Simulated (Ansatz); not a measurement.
Bulk modulus of some cubic elemental metals

Method: HSE06-D3(BJ) in Ansatz (plane waves, PAW). References are measured values corrected to a static lattice. The table is a random draw of 8 from 15 solids with such references.

Values in GPa.

```json
[
 {"solid": "fcc Ni", "reference": "192 (186–195)", "HSE06-D3(BJ)": "203", "error (%)": "+5.7"},
 {"solid": "bcc Fe", "reference": "174", "HSE06-D3(BJ)": "170", "error (%)": "-2.3"},
 {"solid": "fcc Rh", "reference": "271 (271–289)", "HSE06-D3(BJ)": "325", "error (%)": "+19.9"},
 {"solid": "bcc Ba", "reference": "9.34 (9.34–10.6)", "HSE06-D3(BJ)": "8.60", "error (%)": "-7.9"},
 {"solid": "fcc Sr", "reference": "12.5", "HSE06-D3(BJ)": "11.8", "error (%)": "-5.6"},
 {"solid": "bcc W", "reference": "312 (300–328)", "HSE06-D3(BJ)": "360", "error (%)": "+15.4"},
 {"solid": "fcc Al", "reference": "80.8 (77.1–82.0)", "HSE06-D3(BJ)": "95.1", "error (%)": "+17.7"},
 {"solid": "bcc Ta", "reference": "198", "HSE06-D3(BJ)": "229", "error (%)": "+15.7"}
]
```

Over these 8 solids the mean error is +7.3 %, the mean absolute error 11.3 % (median 11.7 %), and the worst case fcc Rh at +19.9 %; the value is above the reference in 5 of 8 cases. Over all 15, from unrounded values, the mean error is +10.0 % and the mean absolute error 12.2 % (median 8.0 %).

All these references are brought to a static lattice.

Spin–orbit coupling is left out, also for the solids with elements from indium on (bcc Ba, bcc W, bcc Ta); its size isn't shown.

Exact exchange on metals is sensitive to the k mesh.

Brackets give the range of the sources taken for a reference, where it is wide; it can hold other temperatures.

Differences are worked out from the printed values.

Each level is taken at its own relaxed cell. Ansatz's density-functional and Hartree–Fock values are scalar-relativistic unless marked +SOC, with PAW data made under PBE.

Ansatz's runs of these crystals have no spin polarisation, but for fcc Ni, bcc Fe. Meta-GGAs and exact exchange favour moments, which can bear on fcc Ni, bcc Fe, fcc Rh.

Density-functional runs with spin start from parallel moments for fcc Ni, parallel moments for bcc Fe.

Not in this set, of the elemental metals with a reference value in our tables and a result at some level: 20 for no value at HSE06-D3(BJ) (not run, a failed fit, an unstable or unbound cell, or a value held back for tests); 6 for sources at odds; 3 for a reference at room or unstated temperature. These can be a level's best or worst cases. Solids without a released value at any level aren't counted. Layered and molecular crystals are counted apart. The metals Ce to Yb are counted apart.

References as tabulated in Levämäki et al. (2014), arXiv:1402.3671; Mejia-Rodriguez and Trickey (2018), arXiv:1807.09216; doi:10.1021/acs.jctc.3c00612.

Ansatz is an electronic-structure program.
